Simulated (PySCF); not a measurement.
B₃, quartet: structure and spectrum

Computed with PySCF, UPBE0, basis B def2-TZVP (no relativity, density fitting).

The structure is a minimum.

```json
{
  "Point group": "C2v",
  "Bond lengths": "B–B 1.573 Å (×2), B–B 1.872 Å",
  "Bond angles": "B–B–B 53.5° (×2), B–B–B 73.0°",
  "Dipole moment": "0.07 D",
  "Principal polarisabilities": "34.1, 57.9, 59.6 bohr³",
  "Rotational constants": "1.436, 0.8741, 0.5433 cm⁻¹",
  "Heat capacity Cp at 298.15 K": "41.6 J/(mol K)",
  "Atomisation energy without zero-point energy": "755 kJ/mol",
  "Entropy at 298.15 K and 1 bar (electronic part: spin only)": "247.6 J/(mol K)",
  "Rotational symmetry number": "2",
  "Highest occupied level (α)": "-6.57 eV",
  "Enthalpy at 298.15 K above 0 K": "10.77 kJ/mol",
  "Principal quadrupole moments (Buckingham, traceless) about the centre of mass": "-1.20, -1.09, 2.29 D Å",
  "Lowest empty level (β)": "-4.70 eV",
  "Spin squared ⟨S²⟩": "3.759",
  "Zero-point energy": "15.3 kJ/mol"
}
```

Harmonic modes (masses in u: B 11.009):
| symmetry | ω (cm⁻¹) | IR (km/mol) | μ (u) |
| --- | --- | --- | --- |
| a1 | 448 | 31.8 | 11.01 |
| b2 | 1023 | 0.7 | 11.01 |
| a1 | 1092 | 1.1 | 11.01 |

In C2v the vibrations span 2a1 + b2. Here b1 is antisymmetric to the molecular plane and b2 lies in it.

Charges (e):
```json
{"atom": "B1", "Mulliken": "-0.02", "Löwdin": "-0.09", "polar tensor": "0.10", "spin (Mulliken)": "0.80", "Mayer order to B1": "–"}
{"atom": "B2,3", "Mulliken": "0.01", "Löwdin": "0.04", "polar tensor": "-0.05", "spin (Mulliken)": "1.10", "Mayer order to B1": "1.51"}
```
Other Mayer orders above 0.3: B–B 0.86.

Mulliken populations on B1: s 3.23, p 1.72, d 0.06, f 0.00.

This need not be the most stable arrangement of these atoms. At this level a doublet minimum of D3h symmetry lies 125 kJ/mol below this structure.

The final relaxation and frequency run took 18 s on 2 threads of a shared Arm Neoverse V1 host, with 93 basis functions and 7 gradients. Launch command: `OMP_NUM_THREADS=2 python axn.py task.json out`.
